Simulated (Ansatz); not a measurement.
Task: a polarisability from point charges of C3H4O, SMILES C#CCO, with the Python package of Ansatz (0.2.0). Give the script and its output. Level of theory (for the species named): MP2, def2-SVPD basis, multiplicity 1.

`c3h4o.xyz`
```text
8

C    -0.59790    1.32620   -1.07140
C    -0.11910    0.60380   -0.32480
C     0.49630   -0.32650    0.58660
O    -0.24050   -1.43880    0.81810
H    -1.11910    2.04430   -1.77000
H     1.48080   -0.67130    0.19680
H     0.75120    0.14890    1.57020
H    -0.55960   -1.74360   -0.06120
```

The script, `run_field.py`:
```python
"""Dipole of C3H4O in the field of point charges."""

from dataclasses import dataclass

import ansatz as az
import numpy as np


@dataclass(frozen=True)
class RunConfig:
    basis_set: str = "def2-SVPD"
    level: str = "mp2"


cfg = RunConfig()

geometry = az.Crystal.molecule_from_extxyz("c3h4o.xyz")

job = geometry.calculation().basis(gaussian=cfg.basis_set).correlation(cfg.level).forces()
# charges +q and -q at -R and +R make a nearly even field 2 k q / R^2 at the centre
centre = np.mean([site.position_ang for site in geometry.cartesian_sites], axis=0)
field = 2 * 14.399645 * 3.0 / 25.0 ** 2


def dipole(axis, sign):
    arm = 25.0 * np.eye(3)[axis]
    pair = [{"charge": sign * 3.0, "position_ang": (centre - arm).tolist()}, {"charge": -sign * 3.0, "position_ang": (centre + arm).tolist()}]
    deck = job.input().set(az.key.basis.gaussian.point_charges, pair)
    return np.array(az.Session.from_dict(deck).plan().execute().report["charge_distribution"]["dipole_moment_e_ang"])


print(f"field {field:.4f} V/A")
alpha = np.array([(dipole(axis, 1) - dipole(axis, -1)) / (2 * field) * 14.399645 for axis in range(3)])
print("polarisability tensor (A^3)")
print(np.array2string(alpha, precision=3, suppress_small=True))
print(f"mean {np.trace(alpha) / 3:.3f} A^3 = {np.trace(alpha) / 3 / 0.14818471:.2f} bohr^3")
```

```console
$ python run_field.py
field 0.1382 V/A
polarisability tensor (A^3)
[[ 5.15  -0.548  0.792]
 [-0.548  6.082 -1.128]
 [ 0.799 -1.121  5.748]]
mean 5.660 A^3 = 38.20 bohr^3
```

The geometry is a force-field or estimated start, not a minimum of this method, and the basis set is short of its limit. The field of two point charges is only nearly even. Timing: 26 s on 1 thread of Arm Neoverse V1, with other jobs on the host, peak memory 0.35 GiB.
